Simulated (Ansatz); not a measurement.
# CH4BN: the cost of one run

Computed with Ansatz 0.2.0, Gaussian basis. Level: the settings change from run to run.

1 further run of the same task is left out (it didn't finish).

## 1. The geometry

The structure was relaxed beforehand with PBE0-D4 in a triple-zeta def2 set.

SMILES `BN=C`, 7 atoms, charge 0, spin multiplicity 1.

Atoms are counted from 1 here; the program's logs count them from 0.

Bond lengths: B1–N2 1.351 Å, B1–H4 1.197 Å, B1–H5 1.197 Å, N2–C3 1.241 Å, C3–H6 1.094 Å, C3–H7 1.094 Å. Angles: N2–B1–H4 118.7°, N2–B1–H5 118.7°, H4–B1–H5 122.7°, B1–N2–C3 180.0°, N2–C3–H6 121.4°, N2–C3–H7 121.4°, H6–C3–H7 117.1°.

As a file:

```xyz
7
CH4BN
B    -1.1121    0.3760   -0.5464
N     0.0503   -0.0239    0.0135
C     1.1178   -0.3913    0.5277
H    -1.5315   -0.2272   -1.4912
H    -1.6805    1.3188   -0.0774
H     1.1377   -1.1272    1.3366
H     2.0795    0.0068    0.1915
```

## 2. RPA/def2-TZVPD

Options: unrestricted orbitals.

File in.yaml:

```yaml
crystal:
  periodic: [false, false, false]
  atoms:
    - {symbol: B, position_ang: [-1.112103, 0.375981, -0.546400]}
    - {symbol: N, position_ang: [0.050312, -0.023903, 0.013480]}
    - {symbol: C, position_ang: [1.117802, -0.391268, 0.527657]}
    - {symbol: H, position_ang: [-1.531526, -0.227172, -1.491159]}
    - {symbol: H, position_ang: [-1.680533, 1.318842, -0.077435]}
    - {symbol: H, position_ang: [1.137705, -1.127163, 1.336636]}
    - {symbol: H, position_ang: [2.079543, 0.006782, 0.191522]}
basis:
  gaussian: {orbitals: def2-TZVPD}
magnetization: {spin_polarized: true, initial_magnetization: 0}
hamiltonian: {xc: {name: PBE0}}
correlation: {method: rpa}
```

Run with:

```console
> ansatz run in.yaml --threads 2 --pin off --events-out ev --progress --plain --max-ram 4352MiB
```

**Question.** How long does this run take on 2 threads of Arm Neoverse V1, shared host, and how much memory does it need?

About 4.1 s, with a peak of 0.31 GiB.
